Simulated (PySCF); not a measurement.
C₅H₁₀N (doublet state).
Z-matrix (Å and degrees, GFN2-xTB geometry), rows numbered from 1:
```
C 
C   1  1.2931
C   2  1.4546  1  143.29
C   3  1.5442  2  112.99  1     2.15
C   4  1.5279  3  112.49  2   173.01
N   5  1.4544  4  111.01  3    69.27
H   1  1.0807  2  122.04  3  -179.73
H   1  1.0934  2  124.09  3     0.38
H   3  1.0958  2  108.90  1   123.38
H   3  1.0940  2  108.66  1  -119.30
H   4  1.0897  3  109.04  2   -65.90
H   4  1.0912  3  108.72  2    52.42
H   5  1.0944  4  108.55  3  -173.22
H   5  1.1049  4  109.08  3   -56.21
H   6  1.0144  5  110.43  4   -67.39
H   6  1.0138  5  110.37  4   173.89
```

The hyperfine couplings belong to this conformer and change with its torsions.

The species is `C=[C]CCCN` [radical].

Computed, not measured: UKS B3LYP, pcH-1 on C H N, non-relativistic, mean-field spin-orbit, GIAO in PySCF 2.14.0. Geometry: GFN2-xTB, one conformer, isolated molecule. Couplings are sensitive to structure, and on GFN2-xTB geometries they can be far from those on DFT ones. The SCF solution wasn't tested for stability.

Q: Where do the isotropic ENDOR lines of H8, H7, H9/H10, H11/H12 and H13/H14 fall at 3360.5 mT, to first order?

A: ν± = |νn ± a/2|, one line for each electron-spin manifold; νn = |g_N| × 7.62259 MHz/T × B.

```csv
nuclei,isotope,g_N,νn (MHz),a_iso (MHz),lower line (MHz),upper line (MHz)
H8,1H,5.5857,143.08,180.69,52.74,233.43
H7,1H,5.5857,143.08,118.78,83.69,202.47
H9/H10,1H,5.5857,143.08,25.28,130.44,155.72
H11/H12,1H,5.5857,143.08,-4.52,140.82,145.34
H13/H14,1H,5.5857,143.08,4.07,141.04,145.12
```

Q: Which pairs are centred on the nuclear Larmor frequency, and which on half the coupling?

A: Centred on νn, since |a| < 2νn: H8, H7, H9/H10, H11/H12 and H13/H14. No pair has |a| > 2νn.

Q: At what field would the lower line of H9/H10 fall to zero frequency?

A: Where νn = |a|/2, that is B = 12.64 MHz/(5.5857 × 7.62259 MHz/T) = 297 mT, as far as first order holds there.

Class means assume fast exchange of nuclei equivalent by connectivity; if that motion is slow, each nucleus keeps its own coupling. The 1H value of +4.1 MHz is a mean of couplings from -0.1 to 8.2 MHz in this one geometry, not an average over conformers. The 1H value of +25.3 MHz is a mean of couplings from 22.4 to 28.1 MHz in this one geometry, not an average over conformers.

Largest spin populations (Mulliken): C2 (+0.99), C1 (-0.16), H8 (+0.09) and C4 (+0.06). No atom but C2 exceeds +0.15. The positive populations add up to 1.22 and the negative ones to -0.22, together 2S = 1.
